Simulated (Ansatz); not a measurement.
# Rock-salt MgS

The numbers are results of PBE0 (Ansatz, a first-principles code, plane waves, PAW), not measurements.

Run with plane-wave cutoff 520 eV, 10×10×10 k mesh, finite displacements, scalar-relativistic PAW data made under PBE.

Cell (relaxed at this level):

```cif
data_Mg4S4
_chemical_formula_sum 'Mg4 S4'
_space_group_name_H-M_alt 'Fm-3m'
_space_group_IT_number 225
_space_group_name_Hall '-F 4 2 3'
_cell_length_a 5.19432
_cell_length_b 5.19432
_cell_length_c 5.19432
_cell_angle_alpha 90.000
_cell_angle_beta 90.000
_cell_angle_gamma 90.000
loop_
_atom_site_label
_atom_site_type_symbol
_atom_site_symmetry_multiplicity
_atom_site_Wyckoff_symbol
_atom_site_fract_x
_atom_site_fract_y
_atom_site_fract_z
_atom_site_occupancy
Mg1 Mg 4 a 0.00000 0.00000 0.00000 1
S1 S 4 b 0.50000 0.50000 0.50000 1
```
(The calculation used a cell of 2 atoms; values per cell refer to that cell.)

```yaml
TO(Γ) frequency: 234 cm⁻¹
```

Measured, for comparison: zone-centre TO phonon frequency 240 cm⁻¹ (temperature not stated, not corrected to a static lattice; as tabulated in Chmeruk and Núñez-Valdez (2023), arXiv:2212.11645). Computed (rounded) less measured: zone-centre TO phonon frequency -2 %.
